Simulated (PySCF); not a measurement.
SiH₂⁺, doublet: data card

Level of theory: PySCF, UPBE0, basis Si def2-TZVP, H def2-TZVP (no relativity, density fitting).

The structure is a minimum.

```xyz
3
charge 1 multiplicity 2, angstrom
Si    0.0000    0.0000   -0.0507
H     1.2894    0.0000    0.6980
H    -1.2894    0.0000    0.6980
```

| Property | Result |
| --- | --- |
| Point group | C2v |
| Bond lengths | Si–H 1.491 Å (×2) |
| Bond angles | H–Si–H 119.7° |
| Lowest empty level (β) | -10.76 eV |
| Highest occupied level (α) | -14.93 eV |
| Zero-point energy | 31.7 kJ/mol |
| Entropy at 298.15 K and 1 bar (electronic part: spin only) | 211.8 J/(mol K) |
| Principal polarisabilities | 18.4, 18.8, 24.8 bohr³ |
| Rotational symmetry number | 2 |
| Enthalpy at 298.15 K above 0 K | 10.06 kJ/mol |
| Heat capacity Cp at 298.15 K | 35.4 J/(mol K) |
| Principal quadrupole moments (Buckingham, traceless) about the centre of mass | -1.59, 0.09, 1.50 D Å |
| Rotational constants | 16, 5.03, 3.827 cm⁻¹ |
| Spin squared ⟨S²⟩ | 0.752 |
| Dipole moment about the centre of mass | 0.23 D |

Harmonic modes (masses in u: Si 27.977, H 1.008):
```csv
symmetry,ω (cm⁻¹),IR (km/mol),μ (u),type
a1,899,36.2,1.06,bend
a1,2155,4.0,1.02,stretch
b2,2238,1.6,1.06,stretch
```

In C2v the vibrations span 2a1 + b2. Here b1 is antisymmetric to the molecular plane and b2 lies in it.

Charges (e):
```tsv
atom	Mulliken	Löwdin	polar tensor	spin (Mulliken)	Mayer order to Si1
Si1	0.65	0.93	0.95	0.81	–
H2,3	0.17	0.03	0.02	0.09	0.91
```

Mulliken populations on Si1: s 5.59, p 7.65, d 0.10, f 0.01.

Other isomers or separated fragments may lie lower.

The final relaxation and frequency run took 7 s on 2 threads of a shared Arm Neoverse V2 host, with 49 basis functions and 9 gradients; the process peaked at 0.55 GiB.
